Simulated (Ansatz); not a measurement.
# Relaxing Zr2PdN4

Theory: DFT PBE, scalar-relativistic, plane waves, PAW (Ansatz 0.2.0). Cutoff 420 eV, Γ-centred k mesh, Gaussian smearing, no spin polarisation in the final step.

The start puts Zr2PdN4 on the K2NiF4 structure type (I4/mmm, No. 139), with Pd in place of Ni, Zr in place of K, N in place of F, at a guessed volume.

```yaml
crystal:
  lattice:
    - [-1.76221, 1.76221, 5.74727]
    - [1.76221, -1.76221, 5.74727]
    - [1.76221, 1.76221, -5.74727]
  atoms:
    - { symbol: Zr, position: [0.35377, 0.35377, 0.00000] }
    - { symbol: Zr, position: [0.64623, 0.64623, 0.00000] }
    - { symbol: Pd, position: [0.00000, 0.00000, 0.00000] }
    - { symbol: N, position: [0.50000, 0.00000, 0.50000] }
    - { symbol: N, position: [0.00000, 0.50000, 0.50000] }
    - { symbol: N, position: [0.15331, 0.15331, 0.00000] }
    - { symbol: N, position: [0.84669, 0.84669, 0.00000] }
```

Cell and atoms relax at zero pressure; the relaxation can't lower the symmetry of the start. After a coarse first stage the cell is made exact in the group found at 0.06 Å.

Energies over the elements count from the elements' standard structures at the same level (N₂ as a molecule), with no empirical corrections.

Question: Describe the relaxed structure.

Answer: It keeps I4/mmm (No. 139). The result still has the K2NiF4 structure. Conventional cell: a = 3.877 Å, c = 11.117 Å. Zr is coordinated by 1 N at 1.98 Å; Pd is coordinated by 6 N at 1.94–2.03 Å; around N on Wyckoff site c (2 atoms of the primitive cell) lie 2 Pd at 1.94 Å; N on Wyckoff site e (2 atoms of the primitive cell) is coordinated by 1 Zr at 1.98 Å and 1 Pd at 2.03 Å.

```cif
data_structure
_symmetry_space_group_name_H-M 'I4/mmm'
_symmetry_Int_Tables_number 139
_cell_length_a 3.8767
_cell_length_b 3.8767
_cell_length_c 11.1166
_cell_angle_alpha 90.000
_cell_angle_beta 90.000
_cell_angle_gamma 90.000
_cell_volume 167.07
loop_
_atom_site_label
_atom_site_type_symbol
_atom_site_symmetry_multiplicity
_atom_site_Wyckoff_symbol
_atom_site_fract_x
_atom_site_fract_y
_atom_site_fract_z
_atom_site_occupancy
Zr1 Zr 4 e 0.00000 0.00000 0.36049 1
Pd1 Pd 2 a 0.00000 0.00000 0.00000 1
N1 N 4 c 0.00000 0.50000 0.00000 1
N2 N 4 e 0.00000 0.00000 0.18226 1
```

Question: What are its volume, energy, density and gap?

Answer: The volume per atom is 11.93 Å³. The density is 6.86 g/cm³, the energy over the elements is -0.15 eV/atom and the gap on the 14×14×14 mesh is 0 eV (a metal).

The final run used a 14×14×14 mesh on its 7-atom cell and 0.10 eV smearing. For metals, differences of a few meV/atom aren't resolved. Symmetry constrained the relaxation, so the result can be a saddle point.

Cost: 3 runs of about 4.5 core-minutes in all, on Arm Neoverse V2 (shared hosts).